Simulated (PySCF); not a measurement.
**AlCl: from the state search to spectroscopic constants**

One table from this session's results is given with a row withheld; the runs are named, their logs left out.

The runs use PySCF 2.14.0; Al x2c-SVPall, Cl x2c-SVPall, spin-free X2C with a Gaussian nucleus.

The first run:

A driver script around PySCF takes these settings:

* atoms: Al, Cl
* charge: 0
* basis: Al x2c-SVPall, Cl x2c-SVPall
* Hamiltonian: spin-free X2C with a Gaussian nucleus
* basis functions: 36
* electrons treated: 30
* masses in u: 26.9815, 34.9689
* levels: PBE0, PBE, r²SCAN, M06, TPSSh, BLYP, CAM-B3LYP, HF, MP2, SCS-MP2, CCSD, CCSD(T)
* grid: 80 radial by 434 angular points
* occupations: held fixed by the projection of orbital angular momentum
* dissociation limit: Al + Cl, each in its ground configuration
* starting distance in angstrom: 2.165
* values of 2S to try: 0, 2

Among the steps run: The job; PBE0 along the bond; Other states along the same grid; PBE; r²SCAN (meta-GGA); M06 (hybrid meta-GGA); TPSSh; BLYP (GGA); CAM-B3LYP (range-separated hybrid); RHF (mean field); Adding correlation.

One of the session's tables, all rows but one given; the rest of the session is left out.

Energy (eV) from each level's lowest point:

| R (Å) | RHF | RHF-MP2 | RHF-SCS-MP2 | RHF-CCSD | RHF-CCSD(T) |
| --- | --- | --- | --- | --- | --- |
| 1.852 | 0.956 | 0.879 | 0.896 | n/a | n/a |
| 1.938 | 0.418 | 0.361 | 0.373 | 0.371 | 0.373 |
| 2.024 | 0.127 | 0.092 | 0.100 | 0.098 | 0.099 |
| 2.088 | ? | ? | ? | ? | ? |
| 2.153 | 0.000 | 0.000 | 0.000 | 0.000 | 0.000 |
| 2.218 | 0.031 | 0.048 | 0.045 | 0.046 | 0.045 |
| 2.304 | 0.136 | 0.177 | 0.168 | 0.171 | 0.170 |
| 2.411 | 0.338 | 0.407 | 0.392 | 0.398 | 0.396 |
| 2.541 | 0.638 | 0.739 | 0.717 | 0.727 | 0.723 |
| 2.713 | 1.080 | 1.220 | 1.190 | n/a | n/a |

Estimate the missing values for R (Å) = 2.088.

Worked estimate for «RHF». A straight line through the neighbours (2.024, 0.127) and (2.153, 0.000) gives 0.127 + (0.000 − 0.127) × (2.088 − 2.024) / (2.153 − 2.024) = 0.064; a parabola fitted to 4 rows on both sides gives 0.023.

The run gave: RHF: 0.026; RHF-MP2: 0.009; RHF-SCS-MP2: 0.012; RHF-CCSD: 0.011; RHF-CCSD(T): 0.012. In «RHF» the line misses by +0.038 and the parabola by -0.003.

State 2 has its PBE0 minimum 2.88 eV higher. The other levels ran on the lowest alone.
